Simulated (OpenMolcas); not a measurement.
# ROCCSD(T)/ANO-XS-VDZP (DKH8) run of C2H5Si (SMILES [H]/[C]=C/[SiH3])

What is the vertical ionisation energy of C2H5Si at ROCCSD(T)/ANO-XS-VDZP (DKH8)? 

The results are computed with OpenMolcas 26.06.

## Step 1: Starting point

C2H5Si: 8 atoms, total charge 0, spin state doublet. As SMILES, `[H]/[C]=C/[SiH3]`. Geometry: relaxed at GFN2-xTB.

Bond lengths: C1–C2 1.276 Å, C2–Si3 1.927 Å, C1–H4 1.051 Å, C2–H5 1.093 Å, Si3–H6 1.464 Å, Si3–H7 1.462 Å, Si3–H8 1.462 Å. Angles: C1–C2–Si3 121.9°, C1–C2–H5 124.4°, Si3–C2–H5 113.7°, C2–C1–H4 173.6°, C2–Si3–H6 108.2°, C2–Si3–H7 108.6°, C2–Si3–H8 108.5°, H6–Si3–H7 110.3°, H6–Si3–H8 110.4°, H7–Si3–H8 110.7°.

## Step 2: A single-point energy at ROCCSD(T)/ANO-XS-VDZP (DKH8)

geom.xyz

```xyz
8

C     -0.910250     0.295780    -1.433290
C     -0.257560     0.714530    -0.419570
Si     0.537630    -0.495690     0.851580
H     -1.463840     0.063610    -2.295680
H     -0.096540     1.769410    -0.182290
H      1.233190     0.299280     1.865610
H      1.483010    -1.359270     0.146110
H     -0.525640    -1.287650     1.467530
```

mol.input

```
* C2H5Si CCSD(T)

&GATEWAY
  Coord=geom.xyz
  Basis=ANO-XS-VDZP
  Group=NoSym

&SEWARD
  Relativistic=R08O02
  Expert

&SCF
  UHF
  Spin=2
  PrOrbitals=1 1

&RASSCF
  FileOrb=$Project.UnaOrb
  Spin=2
  Nactel=1 0 0
  Inactive=15
  Ras2=1
  OutOrbitals=Canonical
  OrbListing=Few

&MOTRA
  JobIph
  Frozen=7

&CCSDT
  CCT
  Triples=3
  Iterations=50
  Extrapolation=5 4
```

Command:

```console
$ export MOLCAS_MEM=1860
$ pymolcas mol.input > mol.log
```

The log of the run:

```text
--- Start Module: gateway ---
[...]
--- Stop Module: gateway /rc=_RC_ALL_IS_WELL_ ---
[...]
 ###    WARNING:  EXPERT option is ON!                                       ###
 ###############################################################################
               SEWARD will generate:
[...]
      Basis functions           71
[...]
       Convergence after  17 Iterations
[...]
::    Total SCF energy                               -368.0889484352
[...]
      Total spin, S                                     0.5734742828
[...]
      Number of active orbitals                  1
[...]
      Spin quantum number                      0.5
[...]
      Active orbitals                            1
[...]
      Number of CSFs                             1
[...]
      Number of root(s) required                 1
[...]
      Convergence after  9 iterations
[...]
      printout of CI-coefficients larger than  0.05 for root  1
      energy=    -368.080575
      conf/sym  1     Coeff  Weight
             1  u   1.00000 1.00000
      Natural orbitals and occupation numbers for root  1
      sym 1:   1.000000
      ************************************************************************************************************************
      *                                                    Final results                                                     *
[...]
::    RASSCF root number  1 Total energy:   -368.08057502
[...]
      Total electronic charge=   31.000000
      Total            charge=   -0.000000
[...]
      Dipole Moment (debye):
      Origin of the operator (angstrom)=    0.0292   -0.0397    0.0456
                   X= -3.1865E-01               Y=  1.4709E-01               Z= -4.9792E-01           Total=  6.0918E-01
      Quadrupole Moment (debye*angstrom):
[...]
--- Start Module: motra ---
[...]
      *** WARNING: Default frozen orbitals is overwritten by user input.
      *** Default values:   4
[...]
--- Stop Module: motra /rc=_RC_ALL_IS_WELL_ ---
--- Start Module: ccsdt ---
[...]
      Convergence after                    16  Iterations
      Total energy (diff) :    -368.46884058      -0.00000003
[...]
 METHOD                       : CCSD+T(CCSD)+<T3(1)WT1>+<T3(1)UT2> = CCSD(T)
[...]
       CCSD     =      -368.4688405823578
[...]
--- Stop Module: ccsdt /rc=_RC_ALL_IS_WELL_ ---
[...]
```

Wall time 18 s (1 thread of Arm Neoverse V2, shared host); peak memory 0.43 GiB.

## Step 3: The singlet cation, same level

geom.xyz is that of step 2.

mol.input

```
* C2H5Si CCSD(T)

&GATEWAY
  Coord = geom.xyz
  Basis = ANO-XS-VDZP
  Group = NoSym

&SEWARD
  Relativistic = R08O02
  Expert

&SCF
  Charge = 1
  PrOrbitals = 1 1

&RASSCF
  FileOrb = $Project.ScfOrb
  Spin = 1
  Nactel = 0 0 0
  Inactive = 15
  Ras2 = 0
  OutOrbitals = Canonical
  OrbListing = Few

&MOTRA
  JobIph
  Frozen = 7

&CCSDT
  CCT
  Triples = 2
  Iterations = 50
  Extrapolation = 5 4
```

Command:

```console
$ export MOLCAS_MEM=1860
$ pymolcas mol.input > mol.log
```

The log of the run:

```text
--- Start Module: gateway ---
[...]
--- Stop Module: gateway /rc=_RC_ALL_IS_WELL_ ---
[...]
 ###    WARNING:  EXPERT option is ON!                                       ###
 ###############################################################################
               SEWARD will generate:
[...]
      Basis functions           71
[...]
       Convergence after  16 Iterations
[...]
::    Total SCF energy                               -367.8196581675
[...]
      Total spin, S                                     0.0000000000
[...]
      Number of active orbitals                  0
[...]
      Spin quantum number                      0.0
[...]
      Active orbitals                            0
[...]
      Number of CSFs                             1
[...]
      Number of root(s) required                 1
[...]
      Convergence after  4 iterations
[...]
      Natural orbitals and occupation numbers for root  1
      ************************************************************************************************************************
      *                                                    Final results                                                     *
      ************************************************************************************************************************
[...]
::    RASSCF root number  1 Total energy:   -367.81965817
[...]
      Total electronic charge=   30.000000
      Total            charge=    1.000000
[...]
      Dipole Moment (debye):
      Origin of the operator (angstrom)=    0.0292   -0.0397    0.0456
                   X= -2.1814E+00               Y=  1.6041E+00               Z= -3.4428E+00           Total=  4.3800E+00
      Center of Charge (angstrom)
[...]
--- Start Module: motra ---
[...]
      *** WARNING: Default frozen orbitals is overwritten by user input.
      *** Default values:   4
[...]
--- Stop Module: motra /rc=_RC_ALL_IS_WELL_ ---
--- Start Module: ccsdt ---
[...]
      Convergence after                    17  Iterations
      Total energy (diff) :    -368.19690624       0.00000001
[...]
 METHOD                       : CCSD+T(CCSD)+<T3(1)WT1> = CCSD(T)
[...]
       CCSD     =      -368.1969062381477
[...]
--- Stop Module: ccsdt /rc=_RC_ALL_IS_WELL_ ---
[...]
```

Wall time 16 s (1 thread of Arm Neoverse V2, shared host); peak memory 0.43 GiB.

## Step 4: Results

At ROCCSD(T)/ANO-XS-VDZP (DKH8), 7 core orbitals frozen:

| quantity | value |
| --- | --- |
| doublet C2H5Si: total energy | -368.48130 Eh |
| doublet C2H5Si: (T) correction | -12.46 mEh |
| singlet cation: total energy | -368.21104 Eh |
| singlet cation: HOMO energy (Hartree–Fock orbitals) | -17.86 eV |
| singlet cation: LUMO energy (Hartree–Fock orbitals) | -5.62 eV |
| singlet cation: HOMO–LUMO gap (Hartree–Fock orbitals) | 12.24 eV |
| singlet cation: correlation energy (7 core orbitals frozen) | -391.4 mEh |
| singlet cation: (T) correction | -14.13 mEh |
| vertical ionisation energy (to the singlet cation) | 7.354 eV |

In words: The vertical ionisation energy comes to 7.35 eV (170 kcal/mol). Only the singlet of the ionised species was computed; a triplet could lie lower. The triples (singlet cation) make up 3.6 % of the correlation energy.
